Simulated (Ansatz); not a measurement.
This script drives Ansatz 0.2.0, Python API.

`run_opt.py`
```python
"""Geometry optimisation of C5H7Cl."""

import itertools

import ansatz as az
from ase import Atoms
from ase.data import atomic_numbers, covalent_radii
import numpy as np

params = {
    "basis": "def2-SVP",
    "functional": "b3lyp",
}

atoms = Atoms(["C", "C", "C", "C", "C", "Cl", "H", "H", "H", "H", "H", "H", "H"], positions=[
    (-0.4941, 0.8277, -1.228),
    (-0.0811, 0.3859, 0.129),
    (-0.8622, -0.5348, 0.9995),
    (0.3257, -1.0949, 0.3062),
    (1.3029, 0.0014, 0.5099),
    (1.9301, 0.3653, 2.0975),
    (-0.4622, 0.0206, -1.9668),
    (-1.5155, 1.2206, -1.2008),
    (0.1613, 1.6319, -1.5775),
    (-0.8284, -0.3963, 2.076),
    (-1.8439, -0.855, 0.6646),
    (0.274, -1.6928, -0.5892),
    (2.0934, 0.1204, -0.2205),
])
system = az.Crystal.molecule_from_ase(atoms)

calc = (
    system.calculation()
    .basis(gaussian=params["basis"])
    .functional(params["functional"])
)
symbols = [site.symbol for site in system.cartesian_sites]
start = np.array([site.position_ang for site in system.cartesian_sites], dtype=float)
def progress(event):
    if event["event"] == "relax_step":
        row = event["data"]
        print(f"step {row['step']:3d}  E = {row['lagrangian_ev']:.6f} eV  largest force component {row['allowed_force_max_ev_ang']:.4f} eV/A")


rep = calc.relax(force_tolerance=0.005, max_steps=100).session().plan().execute(on_event=progress).report
end = np.array(rep["positions_ang"])

print("reference energy %16.6f eV" % rep["reference_energy_ev"])
print("total energy     %16.6f eV" % rep["free_energy_ev"])
print("occupied orbitals outside the frozen core (up, down):", rep["n_occupied"], " frozen:", rep["n_frozen"], " virtual:", rep["n_virtual"])

# pairs closer than 1.2 times the sum of covalent radii, before or after
radius = [covalent_radii[atomic_numbers[s]] for s in symbols]
span = lambda where, i, j: np.linalg.norm(where[i] - where[j])
bonded = [(i, j) for i, j in itertools.combinations(range(len(symbols)), 2) if min(span(start, i, j), span(end, i, j)) < 1.2 * (radius[i] + radius[j])]
print("pair        before    after (A)")
for i, j in bonded:
    print(f"{symbols[i]}{i}-{symbols[j]}{j}".ljust(10), f"{span(start, i, j):8.4f} {span(end, i, j):8.4f}")
with open("c5h7cl_opt.xyz", "w") as handle:
    handle.write(f"{len(symbols)}\nrelaxed C5H7Cl\n")
    handle.writelines(f"{s:2s} {x:11.6f} {y:11.6f} {z:11.6f}\n" for s, (x, y, z) in zip(symbols, end))
```

It is started by `python run_opt.py`. Estimate its wall time and peak memory on 1 thread of AMD EPYC 9R45 96-Core Processor (Zen 5) (shared host).

It took about 41 s, with a peak of 0.39 GiB, for 1 run of the engine.

Output of `python run_opt.py`:
```text
step   1  E = -17812.155698 eV  largest force component 1.2643 eV/A
step   2  E = -17812.352727 eV  largest force component 0.7296 eV/A
step   3  E = -17812.446213 eV  largest force component 0.7010 eV/A
step   4  E = -17812.468631 eV  largest force component 0.3509 eV/A
step   5  E = -17812.475852 eV  largest force component 0.3517 eV/A
step   6  E = -17812.500292 eV  largest force component 0.0817 eV/A
step   7  E = -17812.522540 eV  largest force component 0.1742 eV/A
step   8  E = -17812.530944 eV  largest force component 0.5732 eV/A
step   9  E = -17812.563337 eV  largest force component 0.2566 eV/A
step  10  E = -17812.552327 eV  largest force component 0.6847 eV/A
step  11  E = -17812.574649 eV  largest force component 0.0657 eV/A
step  12  E = -17812.576514 eV  largest force component 0.0431 eV/A
step  13  E = -17812.576731 eV  largest force component 0.0163 eV/A
step  14  E = -17812.576776 eV  largest force component 0.0084 eV/A
step  15  E = -17812.576781 eV  largest force component 0.0022 eV/A
reference energy    -17812.577028 eV
total energy        -17812.577028 eV
occupied orbitals outside the frozen core (up, down): [27, 27]  frozen: 0  virtual: [96, 96]
pair        before    after (A)
C0-C1        1.4857   1.4965
C0-H6        1.0946   1.1023
C0-H7        1.0947   1.1027
C0-H8        1.0947   1.1020
C1-C2        1.4885   1.5015
C1-C3        1.5459   1.5059
C1-C4        1.4861   1.4810
C2-C3        1.4851   1.5003
C2-H9        1.0859   1.0977
C2-H10       1.0856   1.0968
C3-C4        1.4827   1.4764
C3-H11       1.0779   1.0908
C4-Cl5       1.7454   1.8231
C4-H12       1.0828   1.0942
```

It writes `c5h7cl_opt.xyz`:
```text
13
relaxed C5H7Cl
C    -0.550981    0.932204   -1.260214
C    -0.102089    0.228290   -0.018231
C    -0.846987   -0.689312    0.907924
C     0.441453   -1.142535    0.287016
C     1.253016    0.061251    0.555460
Cl    1.698125    0.596527    2.240396
H    -1.370588    0.380562   -1.748998
H    -0.922320    1.944702   -1.030391
H     0.275050    1.034081   -1.982470
H    -0.869367   -0.473008    1.983846
H    -1.768591   -1.130581    0.509318
H     0.658328   -2.006148   -0.343130
H     2.104951    0.263967   -0.100625
```

Total energies depend on the basis set; only differences at equal settings carry meaning. The end point is the stationary point reached from this start; no frequency run checks that it is a minimum, and the basis set is modest. b3lyp holds the VWN-RPA fit, as in Gaussian; the form of ORCA and Turbomole is b3lyp5.

(Lines on the test bed's own set-up are left out of the output.)
